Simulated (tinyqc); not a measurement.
A ladder of methods, and size consistency: correlation methods against full CI in the sto-3g basis, for BH3, spin multiplicity 1. Computed by the program tinyqc with PySCF. All electrons correlated; +Q is the Davidson correction (1 - c0^2) E_corr. The last columns treat two copies 100 angstrom apart as one system. FCI is the lowest singlet.

Geometry (angstrom):

| atom | x | y | z |
|---|---|---|---|
| B | 0.0000 | 0.0000 | 0.0060 |
| H | 1.1200 | 0.0000 | 0.0000 |
| H | -0.5600 | 0.9700 | 0.0000 |
| H | -0.5600 | -0.9700 | 0.0000 |

RHF energy of one = -26.067372 hartree

Correlation energies (hartree):

| method | E_corr of one | share of FCI (%) | E_corr of two at 100 angstrom | two minus twice one (mhartree) |
|---|---|---|---|---|
| MP2 | -0.033102 | 69.6559 | -0.066204 | 0.0000 |
| CISD | -0.046481 | 97.8105 | -0.090744 | 2.2187 |
| CISD+Q | -0.047646 | 100.2613 | -0.094973 | 0.3188 |
| CCSD | -0.047218 | 99.3610 | -0.094437 | 0.0000 |
| CCSD(T) | -0.047412 | 99.7696 | -0.094825 | 0.0000 |
| FCI | -0.047522 | 100.0000 | - | - |

What does the comparison show, and why?

MP2 recovers 70 %, CISD 97.8 % and CCSD 99.4 % of the FCI value (c0^2 = 0.975 in CISD). MP2 and coupled cluster are size consistent, so their last column vanishes; CISD loses 2.22 mhartree, since a double excitation on each copy is a quadruple of the pair, and the Davidson correction leaves +0.32.
